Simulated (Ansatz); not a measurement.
# SiGeCl, doublet: the ladder up to UCCSDT(Q)

Geometry: displaced at random from a stationary point.

```csv
atom,x (Å),y (Å),z (Å)
Cl,-0.0093,0.8850,1.3205
Ge,-0.0101,0.0709,-0.9780
Si,0.0379,-1.3006,0.8627
```

Basis cc-pVDZ; Ansatz 0.2.0. Only valence electrons are correlated (noble-gas cores and the filled d shells of p-block atoms frozen), which leaves 15 electrons in 39 orbitals. R marks a restricted (for open shells ROHF) determinant, U an unrestricted one. No spin–orbit coupling is included, and no scalar relativity.

Full CI isn't at hand for all of this; UCCSDT(Q) serves as the reference, and is uncertain by about the last step of the cluster series. The frozen core follows each run's orbitals, which can shift R against U totals by a few meV for light atoms and by up to 0.1 eV past Ca.

```
UHF ⟨S²⟩                          : 0.758
T1 diagnostic (RCCSD)             : 0.0213
largest doubles amplitude (RCCSD) : 0.049
T1 diagnostic (UCCSD)             : 0.0206
```

```
   level  E − E(RHF) (eV)
     UHF          -0.0619
    UMP2          -7.5336
   UCCSD          -8.5126
UCCSD(T)          -8.8332
```

Problem. Estimate how far UCCSDT(Q) in cc-pVDZ lies from UCCSD(T). The table doesn't fix it; the size of (T) and the diagnostics are the guide.

Solution. UCCSDT(Q) in cc-pVDZ lies 6.6 kJ/mol below UCCSD(T), which is 21 % of the (T) step (-30.9 kJ/mol). The diagnostics are small and the rest is a small part of (T), but (T) is large here. The miss exceeds 1 kcal/mol.

The other levels:

```tsv
level	E − E(UCCSDT(Q)) (kJ/mol)	share of correlation (%)	wall time
UCCSDT	2.8	99.67	–
```

The correlation energy at UCCSDT(Q), counted from RHF, is -8.902 eV. That run took 1.8 min on 1 thread of Arm Neoverse V1, shared host.

Run but not shown, since their state or frozen core can't be matched to the reference's or they repeat it: RHF, RMP2, CISD, RCCSD, RCCSD(T), BCCD(T), RCCSDT, RCCSDT(Q).

Times hold each run's SCF and search for its determinant on a shared host, so for small cases they say little of a method's own cost; they ran on 1 thread of Arm Neoverse V1.
